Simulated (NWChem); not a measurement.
Program: NWChem. System: C2H2, charge 0, spin multiplicity 1, displaced from the optimised geometry. Level: CCSD(T)/cc-pVDZ, 2 core orbitals frozen, spin-restricted.

Input file:

```
start mol
memory heap 100 mb stack 700 mb global 1900 mb
geometry units angstroms nocenter noautoz noautosym
  C      0.000000     0.000000    -0.604265
  C      0.000000     0.000000     0.604265
  H      0.000000     0.000000    -1.947986
  H      0.000000     0.000000     1.679242
end
basis spherical
  * library cc-pvdz
end
scf
  rhf
  nopen 0
  maxiter 100
  thresh 1e-7
  semidirect memsize 60000000 filesize 0
end
ccsd
  freeze core 2
  maxiter 60
end
task ccsd(t) energy
```

Output (cleaned and shortened):

```
             Northwest Computational Chemistry Package (NWChem) 7.3.0
             --------------------------------------------------------

                                NWChem Input Module
                                -------------------

 Scaling coordinates for geometry "geometry" by  1.889725989
 (inverse scale =  0.529177249)

                             Geometry "geometry" -> ""
                             -------------------------

 Output coordinates in angstroms (scale by  1.889725989 to convert to a.u.)

  No.       Tag          Charge          X              Y              Z
 ---- ---------------- ---------- -------------- -------------- --------------
    1 C                    6.0000     0.00000000     0.00000000    -0.60426500
    2 C                    6.0000     0.00000000     0.00000000     0.60426500
    3 H                    1.0000     0.00000000     0.00000000    -1.94798600
    4 H                    1.0000     0.00000000     0.00000000     1.67924200

 Effective nuclear repulsion energy (a.u.)      23.8601145356

            Nuclear Dipole moment (a.u.)
            ----------------------------
        X                 Y               Z
 ---------------- ---------------- ----------------
     0.0000000000     0.0000000000    -0.5078525211


 Summary of "ao basis" -> "" (spherical)
 ------------------------------------------------------------------------------
       Tag                 Description            Shells   Functions and Types
 ---------------- ------------------------------  ------  ---------------------
 *                          cc-pvdz                   on all atoms

 Summary of "ao basis" -> "ao basis" (spherical)
 ------------------------------------------------------------------------------
       Tag                 Description            Shells   Functions and Types
 ---------------- ------------------------------  ------  ---------------------
 C                          cc-pvdz                  6       14   3s2p1d
 H                          cc-pvdz                  3        5   2s1p

                                 NWChem SCF Module
                                 -----------------

  ao basis        = "ao basis"
  functions       =    38
  atoms           =     4
  closed shells   =     7
  open shells     =     0
  charge          =   0.00
  wavefunction    = RHF
  use symmetry    = F
  symmetry adapt  = F

 Summary of "ao basis" -> "ao basis" (spherical)
 ------------------------------------------------------------------------------
       Tag                 Description            Shells   Functions and Types
 ---------------- ------------------------------  ------  ---------------------
 C                          cc-pvdz                  6       14   3s2p1d
 H                          cc-pvdz                  3        5   2s1p

 Forming initial guess at       0.1s

      Superposition of Atomic Density Guess
      -------------------------------------

 Sum of atomic energies:         -76.33085022

      Non-variational initial energy
      ------------------------------

 Total energy =     -76.989515
 1-e energy   =    -148.431924
 2-e energy   =      47.582295
 HOMO         =      -0.349266
 LUMO         =       0.058440

 Starting SCF solution at       0.2s

 ----------------------------------------------
         Quadratically convergent ROHF

 Convergence threshold     :          1.000E-07
 Maximum no. of iterations :          100
 Final Fock-matrix accuracy:          1.000E-09
[...]
                  *************converged*************
-------------------------------------------------------------------------

 -----------
 CCSD Energy
 -----------
 Reference energy:             -76.786071980362635
 CCSD corr. energy:             -0.279859790701017
 Total CCSD energy:            -77.065931771063646

 --------------------------------
 Spin Component Scaled (SCS) CCSD
 --------------------------------
 Same spin contribution:                 -0.052090981754020
 Same spin scaling factor:                1.130000000000000
 Opposite spin contribution:             -0.227768808946997
 Opposite spin scaling fact.:             1.270000000000000
 SCS-CCSD correlation energy:            -0.348129196744729
 Total SCS-CCSD energy:                 -77.134201177107357
 memory            104853956

*********triples calculation*********

nkpass=    1; nvpass=    1; memdrv=          31527; memtrn=         460740; memavail=      104853788
 memory available/node                      104853788
 total number of virtual orbitals        31
 number of virtuals per integral pass    31
 number of integral evaluations           1
 number of occupied per triples pass      5
 number of triples passes                 1

 commencing integral evaluation        1 at           5.52
  symmetry use  F
task         2 out of       171 done   1%  at       0.0 secs
task         9 out of       171 done   5%  at       0.0 secs
task        18 out of       171 done  10%  at       0.1 secs
task        26 out of       171 done  15%  at       0.1 secs
task        35 out of       171 done  20%  at       0.1 secs
task        43 out of       171 done  25%  at       0.1 secs
task        52 out of       171 done  30%  at       0.2 secs
task        60 out of       171 done  35%  at       0.2 secs
task        69 out of       171 done  40%  at       0.3 secs
task        77 out of       171 done  45%  at       0.3 secs
task        86 out of       171 done  50%  at       0.3 secs
task        95 out of       171 done  55%  at       0.4 secs
task       103 out of       171 done  60%  at       0.4 secs
task       112 out of       171 done  65%  at       0.4 secs
task       120 out of       171 done  70%  at       0.4 secs
task       129 out of       171 done  75%  at       0.4 secs
task       137 out of       171 done  80%  at       0.4 secs
task       146 out of       171 done  85%  at       0.4 secs
task       154 out of       171 done  90%  at       0.4 secs
task       163 out of       171 done  95%  at       0.5 secs
task       171 out of       171 done 100%  at       0.5 secs
 commencing triples evaluation - blocking       1
 ccsd(t): done        1 out of       31 progress:    3.2%
 ccsd(t): done        2 out of       31 progress:    6.5%
 ccsd(t): done        3 out of       31 progress:    9.7%
 ccsd(t): done        4 out of       31 progress:   12.9%
 ccsd(t): done        5 out of       31 progress:   16.1%
 ccsd(t): done        6 out of       31 progress:   19.4%
 ccsd(t): done        7 out of       31 progress:   22.6%
 ccsd(t): done        8 out of       31 progress:   25.8%
 ccsd(t): done        9 out of       31 progress:   29.0%
 ccsd(t): done       10 out of       31 progress:   32.3%
 ccsd(t): done       11 out of       31 progress:   35.5%
 ccsd(t): done       12 out of       31 progress:   38.7%
 ccsd(t): done       13 out of       31 progress:   41.9%
 ccsd(t): done       14 out of       31 progress:   45.2%
 ccsd(t): done       15 out of       31 progress:   48.4%
 ccsd(t): done       16 out of       31 progress:   51.6%
 ccsd(t): done       17 out of       31 progress:   54.8%
 ccsd(t): done       18 out of       31 progress:   58.1%
 ccsd(t): done       19 out of       31 progress:   61.3%
 ccsd(t): done       20 out of       31 progress:   64.5%
 ccsd(t): done       21 out of       31 progress:   67.7%
 ccsd(t): done       22 out of       31 progress:   71.0%
 ccsd(t): done       23 out of       31 progress:   74.2%
 ccsd(t): done       24 out of       31 progress:   77.4%
 ccsd(t): done       25 out of       31 progress:   80.6%
 ccsd(t): done       26 out of       31 progress:   83.9%
 ccsd(t): done       27 out of       31 progress:   87.1%
 ccsd(t): done       28 out of       31 progress:   90.3%
 ccsd(t): done       29 out of       31 progress:   93.5%
 ccsd(t): done       30 out of       31 progress:   96.8%
 ccsd(t): done       31 out of       31 progress:  100.0%
 Time for integral evaluation pass     1        0.47
 Time for triples evaluation pass      1        0.09

 pseudo-e(mp4)  -0.12363592402075E-01
 pseudo-e(mp5)   0.51990882591985E-03
        e(t)    -0.11843683576155E-01

 --------------
 CCSD(T) Energy
 --------------
 Reference energy:                     -76.786071980362635

 CCSD corr. energy:                     -0.279859790701017
 T(CCSD) corr. energy:                  -0.012363592402075
 Total CCSD+T(CCSD) energy:            -77.078295363465728

 CCSD corr. energy:                     -0.279859790701017
 (T) corr. energy:                      -0.011843683576155
 Total CCSD(T) energy:                 -77.077775454639806

 routine      calls  cpu(0)   cpu-min  cpu-ave  cpu-max   i/o
 aoccsd          1     0.00     0.00     0.00     0.00    0.00
 iterdrv         1     0.01     0.01     0.01     0.01    0.00
 pampt          11     0.02     0.02     0.02     0.02    0.00
 t2pm           11     0.02     0.02     0.02     0.02    0.00
 sxy            11     0.06     0.06     0.06     0.06    0.00
 ints       321651     4.45     4.45     4.45     4.45    0.00
 t2eri        1881     0.32     0.32     0.32     0.32    0.00
 idx2         1881     0.09     0.09     0.09     0.09    0.00
 idx34          11     0.01     0.01     0.01     0.01    0.00
 ht2pm          11     0.03     0.03     0.03     0.03    0.00
 itm            11     0.08     0.08     0.08     0.08    0.00
 pdiis          11     0.01     0.01     0.01     0.01    0.00
 triples         1     0.00     0.00     0.00     0.00    0.00
 rdtrpo          1     0.00     0.00     0.00     0.00    0.00
 trpmos          1     0.47     0.47     0.47     0.47    0.00
 trpdrv          1     0.02     0.02     0.02     0.02    0.00
 dovvv        4650     0.03     0.03     0.03     0.03    0.00
 doooo        4650     0.01     0.01     0.01     0.01    0.00
 tengy        3875     0.03     0.03     0.03     0.03    0.00
 Total                 5.66     5.66     5.66     5.66    0.00

 Task  times  cpu:        6.3s     wall:        6.3s

 Total times  cpu:        6.3s     wall:        6.3s
```
